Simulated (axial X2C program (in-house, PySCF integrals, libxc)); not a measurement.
## PN: nuclear properties from DFT to coupled cluster

Calculated with an axial X2C code built on PySCF integrals: two-component X2C with atomic mean-field Coulomb and Gaunt terms, Gaussian nuclei, basis P dyall-av3z, N dyall-av3z with contracted cores.

R = 1.486 Å (near the PBE0 minimum at charge 0 of the determinant lowest at the starting distance; the state shown can have its own minimum elsewhere); state Ω = 0 (closed shell).

```csv
level,qzz P (a.u.),qzz N (a.u.),μ (D)
PBE0,-1.92,-1.18,-2.84
HF,-2.15,-1.40,-3.25
B3LYP,-1.91,-1.22,-2.88
```

qzz is the electric field gradient, eQq0 = 234.96 MHz × Q/barn × qzz; μ is positive if the N end (last atom) is positive. The operators were transformed with the bare-nucleus X2C matrices; with these basis sets, hyperfine constants and field gradients can be off by tens of per cent, and where levels differ in sign neither size nor sign is settled.

Finite-field MP2, CCSD and CCSD(T), with 10 electrons correlated in 128 natural virtual spinors (MP2 remainder added):

```
  level  qzz P (a.u.)  qzz N (a.u.)  μ (D)
    MP2         -1.81         -0.99  -2.66
   CCSD         -1.86         -1.15  -2.84
CCSD(T)         -1.79         -1.10  -2.72
```

T1 = 0.019 (Lee–Taylor). One unrestricted determinant, the lowest of a limited PBE0 search, is the reference; the functionals treat spin collinearly. Correlation of the inner shells is missing, which matters for properties at the nucleus. Number of frozen shells: P 2 s, 1 p; N 1 s.

Question: By how much does correlation change each value, CCSD(T) against HF?

Answer: qzz P -17 %; qzz N -21 %; μ -16 %.
